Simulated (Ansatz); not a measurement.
# Toluene (C₇H₈): how energies converge with the basis set

An exercise on one series of results from a longer session: the logs are not shown, and one member is left open.

The runs use Ansatz 0.2.0, Gaussian basis; one geometry, several basis sets.

Plan: PBE0-D4/def2-SVP; ωB97M-V/def2-SVP; PBE0-D4/def2-QZVPP; ωB97M-V/def2-QZVPP; the functionals' def2-TZVPP values are taken from earlier runs.

## The geometry

An earlier PBE0-D4 in a triple-zeta def2 set relaxation fixed the geometry.

15 atoms, charge 0, spin multiplicity 1.

Atoms are counted from 1 here; the program's logs count them from 0.

Bond lengths: C1–C2 1.498 Å, C1–H8 1.091 Å, C1–H9 1.095 Å, C1–H10 1.092 Å, C2–C3 1.392 Å, C2–C7 1.392 Å, C3–C4 1.387 Å, C3–H11 1.085 Å, C4–C5 1.387 Å, C4–H12 1.084 Å, C5–C6 1.387 Å, C5–H13 1.084 Å, C6–C7 1.386 Å, C6–H14 1.084 Å, C7–H15 1.086 Å. Angles: C2–C1–H8 111.4°, C2–C1–H9 110.9°, C2–C1–H10 111.4°, H8–C1–H9 107.4°, H8–C1–H10 108.2°, H9–C1–H10 107.3°, C1–C2–C3 120.9°, C1–C2–C7 120.9°, C3–C2–C7 118.2°, C2–C3–C4 121.0°, C2–C3–H11 119.3°, C4–C3–H11 119.7°, C3–C4–C5 120.2°, C3–C4–H12 119.8°, C5–C4–H12 120.1°, C4–C5–C6 119.4°, C4–C5–H13 120.3°, C6–C5–H13 120.3° and more.

The first run:

Contents of in.yaml:

```yaml
crystal:
  periodic: [false, false, false]
  atoms:
    - {symbol: C, position_ang: [-0.459439, -0.228384, 2.158252]}
    - {symbol: C, position_ang: [-0.162402, -0.084760, 0.696537]}
    - {symbol: C, position_ang: [0.608676, -1.030261, 0.027062]}
    - {symbol: C, position_ang: [0.909185, -0.884263, -1.318689]}
    - {symbol: C, position_ang: [0.439237, 0.214264, -2.022231]}
    - {symbol: C, position_ang: [-0.334012, 1.162018, -1.368482]}
    - {symbol: C, position_ang: [-0.631344, 1.010772, -0.023020]}
    - {symbol: H, position_ang: [-0.451713, -1.275838, 2.464949]}
    - {symbol: H, position_ang: [0.288708, 0.295161, 2.761814]}
    - {symbol: H, position_ang: [-1.434139, 0.194001, 2.409968]}
    - {symbol: H, position_ang: [0.977313, -1.895503, 0.569009]}
    - {symbol: H, position_ang: [1.510135, -1.634442, -1.820484]}
    - {symbol: H, position_ang: [0.669948, 0.328700, -3.075063]}
    - {symbol: H, position_ang: [-0.711336, 2.022416, -1.909828]}
    - {symbol: H, position_ang: [-1.240816, 1.755320, 0.479508]}
basis:
  gaussian: {orbitals: def2-SVP}
hamiltonian: {xc: pbe0, dispersion: d4}
output: {orbitals: {seedname: orbitals}}
```

Run with:

```console
$ ansatz run in.yaml --threads 2 --pin off --events-out ev --progress --plain --max-ram 32768MiB --backend cpu
```

Among the steps run: PBE0-D4 in def2-SVP; ωB97M-V in def2-SVP; PBE0-D4 in def2-QZVPP; ωB97M-V in def2-QZVPP.

One of the session's tables, all rows but one given; the rest of the session is left out.

It belongs to the step «Density functionals: the series». 

```
functional       basis  HOMO (eV)  LUMO (eV)
   PBE0-D4    def2-SVP      -6.92       0.02
   PBE0-D4  def2-TZVPP      -6.95      -0.15
   PBE0-D4  def2-QZVPP      -6.96      -0.20
   ωB97M-V    def2-SVP          ?          ?
   ωB97M-V  def2-TZVPP      -9.02       1.85
   ωB97M-V  def2-QZVPP      -9.03       1.75
```

Q: Estimate the row for ωB97M-V, def2-SVP from the others.

**Answer.** HOMO (eV): -9.00; LUMO (eV): 2.11. In the column «HOMO (eV)» it lies between ωB97M-V, def2-TZVPP (-9.02) and PBE0-D4, def2-QZVPP (-6.96).
